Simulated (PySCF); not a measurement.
## One molecule, many functionals

Compound: CClF3.
SMILES with atom numbers: `[F:1][C:2]([F:3])([F:4])[Cl:5]`

Cartesian coordinates in Å at the PBE0-D3(BJ)/def2-SVP level; atoms count from 1:
```xyz
5
CClF3 angstrom
F     -0.6415   -0.2154   -1.1662
C     -0.0793    0.0008    0.0066
F     -0.4777    1.1732    0.4591
F     -0.4746   -0.9352    0.8464
Cl     1.6730   -0.0233   -0.1459
```

Linear-response calculations in the def2-SVPD basis (PySCF; singlets by full response, triplets Tamm–Dancoff, core orbitals frozen in the response; HF means time-dependent Hartree–Fock). 'Strongest' is the level of largest summed f among the singlets computed (10 roots, of which the last may lack a degenerate partner); it can jump between rows when another state enters that window. S1 is the lowest singlet of each run and needn't be the same state throughout; f(S1) is that of one state. Geometry: PBE0-D3(BJ)/def2-SVP; no solvent, vibrations or thermal averaging.

```csv
functional,kind,S1 (eV),f(S1),strongest (eV),T1 (eV),HOMO (eV),gap (eV),"ionisation energy, ΔSCF (eV)"
B3LYP,"global hybrid, 20% exact exchange",7.87,0.000,9.47,7.01,-9.87,9.30,13.01
CAM-B3LYP,range-separated hybrid,7.94,0.000,9.83,7.05,-11.62,12.38,13.13
wB97X-D,range-separated hybrid,8.05,0.000,10.14,7.21,-12.09,13.65,13.12
LC-wPBE,range-separated hybrid,8.09,0.000,10.44,7.13,-13.08,15.04,13.17
```

**Question.** What does BHandHLYP (global hybrid, 50% exact exchange) give?

**Answer.** S1 (eV) 8.21, f(S1) 0.000, strongest (eV) 10.23, T1 (eV) 7.27, HOMO (eV) -11.59, gap (eV) 12.30, ionisation energy, ΔSCF (eV) 13.08. S1 runs from 7.87 eV (B3LYP) to 8.21 eV (BHandHLYP), a spread of 0.34 eV, while the orbital gap spreads over 5.7 eV. −ε(HOMO) comes closest to its own ΔSCF ionisation energy with LC-wPBE (-0.09 eV) and misses most with B3LYP (-3.14 eV).
